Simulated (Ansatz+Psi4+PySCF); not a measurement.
The numbers below are computed, except where a source is named.
| atom | x (Å) | y (Å) | z (Å) |
| --- | --- | --- | --- |
| F | 0.0000 | 0.0000 | -1.0848 |
| Cl | 0.0000 | 0.0000 | 0.5743 |

Basis set: cc-pVTZ on F; cc-pV(T+d)Z on Cl (spherical functions). Left uncorrelated: 6 orbitals. Charge 0, multiplicity 1.

Starred EOM-CCSD(T)(a) on the restricted Hartree–Fock determinant with PySCF 2.14.0; the energies are vertical.

(1) The solver was asked for the few lowest roots only. Give the ionization energies of singlet ClF among them whose weight of singles is over 0.7.

## Answers

(1)

```csv
root,energy (eV),weight of singles
1,12.62,0.96
2,12.62,0.96
3,16.69,0.94
4,16.69,0.94
```

Higher main lines weren't sought.
